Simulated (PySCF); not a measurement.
**input.py for Si2³⁺**

The script input.py:

```python
from pyscf import gto, scf, cc

mol = gto.M(
    atom='Si 0 0 0; Si 0 0 2.33',
    basis='def2-svpd',
    charge=3,
    spin=1,
    symmetry=True,
    verbose=3,
)
mf = scf.UHF(mol)
mf.kernel()
mycc = cc.CCSD(mf, frozen=10)
mycc.kernel()
e = mycc.eaccsd(nroots=3)[0]
print('roots (eV) =', (e*27.211386).round(3))
mf.dip_moment()
print('orbital energies (hartree):', [e[max(0, n-3):n+3].round(4) for e, n in zip(mf.mo_energy, mol.nelec)])
```

```bash
$ OMP_NUM_THREADS=1 python input.py
```

The log:

```
converged SCF energy = -576.016532502432  <S^2> = 0.80381642  2S+1 = 2.0531112
E(UCCSD) = -576.1170756668911  E_corr = -0.100543164459456
roots (eV) = [-21.535 -21.535 -21.33 ]

WARN: System has nonzero charge 3; the dipole moment is origin-dependent.
Location of origin: [0. 0. 0.]

Dipole moment(X, Y, Z, Debye):  0.00000,  0.00000, 16.78720
orbital energies (hartree): [array([-1.4755, -1.2539, -1.0891, -0.7532, -0.7532, -0.6365]), array([-5.0975, -1.4297, -1.1653, -0.7497, -0.7497, -0.7258])]
```

In short: E(SCF) = -576.016533 Eh, E(CCSD) − E(SCF) = -0.10054 Eh, ⟨S²⟩ = 0.804, attachment roots -21.535, -21.535, -21.330 eV.

Hardware: Arm Neoverse V2, 1 thread, shared host. Wall time 2 s.

The bond length is a typed value, not an optimised one. Positive EA roots mean that the added electron is unbound. The dipole of an ion depends on the origin. No search for the lowest solution was made.
